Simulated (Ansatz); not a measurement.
Si(SiH3)2H2 (Si₃H₈) was relaxed with PBE0-D4 (def2-SVP) in Ansatz in these states: charge +1 doublet, neutral singlet. The geometries follow in no particular order.

A:

```xyz
11

Si   -0.810   -0.568    0.073
Si    1.101   -0.757    1.419
H     2.292   -1.049    0.561
H     0.949   -1.852    2.426
H     1.336    0.534    2.138
Si   -0.512    1.170   -1.473
H     0.683    0.882   -2.327
H    -0.278    2.454   -0.743
H    -1.710    1.324   -2.353
H    -2.005   -0.281    0.930
H    -1.047   -1.857   -0.652
```

B:

```xyz
11

Si   -0.8287    0.7118    0.5952
Si    1.2570   -0.4401    1.1833
H     1.0166   -1.8900    0.9826
H     1.2307    0.0194    2.6077
H     2.3276    0.1553    0.3471
Si   -0.5600   -0.1583   -1.6838
H    -0.6025   -1.6377   -1.5864
H     0.7007    0.4145   -2.2156
H    -1.8146    0.4838   -2.1882
H    -0.7118    2.1917    0.6660
H    -2.0148    0.1496    1.2921
```

Q: Judge from the bond lengths which geometry belongs to which state (an estimate).

A: A is the neutral singlet (Si1–Si2 2.345 Å, Si1–Si6 2.345 Å, Si2–H3 1.496 Å); B is the charge +1 doublet (Si1–Si2 2.454 Å, Si1–Si6 2.454 Å, Si2–H3 1.483 Å).
